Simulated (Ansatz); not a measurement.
# NH3 (triplet): the correlation ladder at distance H1–H2 along a hydrogen transfer = 0.779 Å, cc-pVDZ

How much of the correlation energy of NH3 (triplet) does each wave-function method recover here?

Method: cc-pVDZ, core rule «outside noble gas», up to 1 orbitals frozen; program: Ansatz 0.2.0, Gaussian basis.

To be run: UHF; CCSD(T) on ROHF; CCSD(T) on UHF; BCCD(T) on ROHF; CISD; CCSDT(Q) on ROHF; CCSDT(Q) on UHF; CISDTQ; CCSDTQ on ROHF; CCSDTQ on UHF; CASSCF and MRCISD+Q, 4 electrons in 4 orbitals; CASSCF and NEVPT2, 4 electrons in 4 orbitals; CASSCF and MRCISD+Q, 8 electrons in 7 orbitals; CASSCF and NEVPT2, 8 electrons in 7 orbitals; Full CI.

## 1. The geometry

The geometry derives from fragments relaxed apart (PBE0/def2-TZVP) and kept rigid, so it is no stationary point. A hydrogen atom is moved between rigid fragments.

4 atoms, charge 0, spin multiplicity 3.

Atoms are counted from 1 here; the program's logs count them from 0.

Bond lengths: H1–H2 0.779 Å, H2–N3 1.241 Å, N3–H4 1.040 Å. Angles: H1–H2–N3 180.0°, H2–N3–H4 105.0°.

## 2. UHF

in.yaml

```yaml
crystal:
  periodic: [false, false, false]
  atoms:
    - {symbol: H, position_ang: [-1.842925, 0.059434, 0.000000]}
    - {symbol: H, position_ang: [-1.063925, 0.059434, 0.000000]}
    - {symbol: N, position_ang: [0.177075, 0.059434, 0.000000]}
    - {symbol: H, position_ang: [0.446156, -0.944792, 0.000000]}
basis:
  gaussian: {orbitals: cc-pVDZ}
magnetization: {spin_polarized: true, initial_magnetization: 2}
hamiltonian: {xc: hf}
output: {orbitals: {seedname: orbitals}}
```

The run is started by

```console
$ ansatz run in.yaml --threads 1 --pin off --events-out ev --progress --plain --max-ram 2880MiB --backend cpu
```

The runs that follow: CCSD(T) on ROHF; CCSD(T) on UHF; BCCD(T) on ROHF; CISD; CCSDT(Q) on ROHF; CCSDT(Q) on UHF; CISDTQ; CCSDTQ on ROHF; CCSDTQ on UHF; CASSCF and MRCISD+Q, 4 electrons in 4 orbitals; CASSCF and NEVPT2, 4 electrons in 4 orbitals; CASSCF and MRCISD+Q, 8 electrons in 7 orbitals; CASSCF and NEVPT2, 8 electrons in 7 orbitals; Full CI.

Before running them: what should the planned runs give, taken together? Wanted: FCI below the RHF energy; RMP2 from FCI; UMP2 from FCI; RCCSD from FCI; RCCSD(T) from FCI; UCCSD(T) from FCI; RCCSDT(Q) from FCI; UCCSDT(Q) from FCI; NEVPT2 pair from FCI.

As calculated:

```
                         quantity                                                                                                          value
         FCI below the RHF energy                                                                                                     -5.1610 eV
                    RMP2 from FCI                                                                                                     +824.8 meV
                    UMP2 from FCI                                                                                                     +830.8 meV
                   RCCSD from FCI                                                                                                     +106.3 meV
                RCCSD(T) from FCI                                                                                                      +18.9 meV
                UCCSD(T) from FCI                                                                                                      +18.2 meV
               RCCSDT(Q) from FCI                                                                                                       +0.1 meV
               UCCSDT(Q) from FCI                                                                                                       -0.9 meV
             NEVPT2 pair from FCI                                                                                                     +732.0 meV
          NEVPT2 valence from FCI                                                                                                     +704.5 meV
        MRCISD+Q valence from FCI                                                                                                       +3.0 meV
levels within 1 kcal/mol (43 meV)  RCCSD(T), UCCSD(T), BCCD(T), RCCSDT, UCCSDT, CISDTQ, RCCSDT(Q), UCCSDT(Q), RCCSDTQ, UCCSDTQ, MRCISD+Q valence
                    T1 diagnostic                                                                                                          0.030
   effectively unpaired electrons                                                                                                           2.03
```

In words: RCCSD(T) misses by +18.9 meV, 0.4 % of the correlation energy. One determinant dominates. Of the multireference levels listed MRCISD+Q valence comes nearest in total energy (+3.0 meV), which doesn't show that its space is the better one. These misses are within one basis, not against nature; the frozen cores of restricted and unrestricted runs differ, which can shift their rows.
